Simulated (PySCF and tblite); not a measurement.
The numbers below are computed, except where a source is named.
C3H8S, numbered as in [CH3:1][CH2:2][S:3][CH3:4]. Free energies: PBE0-D3(BJ)/def2-TZVP on PBE0-D3(BJ)/def2-SVP structures plus GFN2-xTB thermal terms, symmetry and mirror images included. Conformers within 4 kcal/mol (GFN2-xTB free energy) were kept, 5 at most. GIAO shieldings: PBE0/pcSseg-1. Shifts are against TMS (¹H), TMS (¹³C) at the same level. (PySCF 2.14, tblite 0.8.)

Torsions listed: C1–C2–S3–C4. Of a mirror pair one member is shown.

```json
{"conformer": "1", "shape": "-70°", "point group": "C1", "mirror pair": "yes", "ΔE(DFT)": "0.00", "Δ(G−E) at 298.15 K": "0.00", "δ C4 (ppm)": "17.8"}
{"conformer": "2", "shape": "180°", "point group": "Cs", "mirror pair": "no", "ΔE(DFT)": "0.09", "Δ(G−E) at 298.15 K": "-0.13", "δ C4 (ppm)": "21.0"}
```

Energies in kcal/mol; the thermal term leaves out symmetry numbers and mirror images.

Task: Work out the weights at 298.15 K and the ¹³C shift of C4 under fast exchange.

Result: RT = 0.592 kcal/mol. Each conformer gets RT ln(σ/g), with σ the rotational symmetry number and g = 2 for a mirror pair: 1: σ = 1, g = 2, G = 0.00 + 0.00 − 0.41 = -0.41, 0.00 above the lowest, exp(−ΔG/RT) = 1.000; 2: σ = 1, g = 1, G = 0.09 − 0.13 + 0.00 = -0.04, 0.37 above the lowest, exp(−ΔG/RT) = 0.536. The sum is 1.536, so the weights are 65.1, 34.9 %. The averaged shift is 18.9 ppm. At 298.15 K the leading conformer alone gives 17.8 ppm and bare DFT energies give 19.3 ppm.
